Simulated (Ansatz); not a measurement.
Born–Oppenheimer molecular dynamics of AlHLi (3 atoms, charge 0, multiplicity 2). It starts from a relaxed structure.

Computed with Ansatz, UKS BLYP-D4/def2-SVP.

* ensemble: NVT, Langevin thermostat
* time step: 1 fs
* steps asked: 357
* set temperature: 300 K
* friction: 0.005 /fs
* seed: 113831

First frame:

```xyz
3
Properties=species:S:1:pos:R:3
Li -1.900 0.483 -0.984
Al 0.459 0.388 0.294
H 1.441 -0.871 0.691
```

Question: How far do the bonds stretch over the last three quarters of this one trajectory? (Pairs bonded in most of those frames.)

Answer: 
```tsv
bond	mean (Å)	spread (Å)	shortest	longest
Li1–Al2	2.701	0.089	2.57	2.92
Al2–H3	1.654	0.034	1.59	1.73
```

Mean temperature of the second half: 215 K. The mean temperature of the second half is 28 % below the set value. A run of 0.36 ps of so small a system gives no equilibrium averages.

Run time: 6.9 min on 1 CPU thread of a shared host.
